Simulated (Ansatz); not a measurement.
Ideal-gas functions of `C#C[SiH2]` radical at 298.15 K and 1 bar, from an Ansatz frequency run at PBE0-D4/def2-TZVP.

Molar mass 55.13 g/mol, point group Cs (symmetry number 1), electronic degeneracy 2, moments of inertia 3.757, 98.955, 101.334 u Å². Harmonic wavenumbers (cm⁻¹, unscaled): 230, 260, 623, 657, 680, 686, 732, 916, 2112, 2221, 2247, 3463.

Use S(trans) = R[1.5 ln M + 2.5 ln T − 1.1517]; rotational temperatures θ = 24.2544 K / I; S(rot) = R[ln(√π/σ · √(T³/θAθBθC)) + 1.5]; for each mode x = 1.438777 ν̃/T, S = R[x/(eˣ − 1) − ln(1 − e⁻ˣ)] and H = RT x/(eˣ − 1); 1 cm⁻¹ = 0.0119627 kJ/mol; R = 8.31446 J/(mol·K).

Problem. By hand: the entropy, in J/(mol·K).

Solution. Translation 158.9. Rotation: θ = 6.4558, 0.2451, 0.2394 K, giving 92.3. Vibration, mode by mode: 7.86, 6.95, 1.72, 1.51, 1.38, 1.35, 1.13, 0.55, 0.00, 0.00, 0.00, 0.00, in all 22.5. Electronic 5.8. Sum 279.5 J/(mol·K).

Problem. By hand: H − E and G − E in kJ/mol, counted from the electronic energy.

Solution. Zero-point energy ½ × 14827 × 0.0119627 = 88.7; thermal vibration 4.4; translation, rotation and pV give 4 RT = 9.9. H − E = 103.0 kJ/mol, and G − E = 103.0 − 298.15 × 279.5/1000 = 19.7 kJ/mol.

Vibration gives 8 % of the entropy.
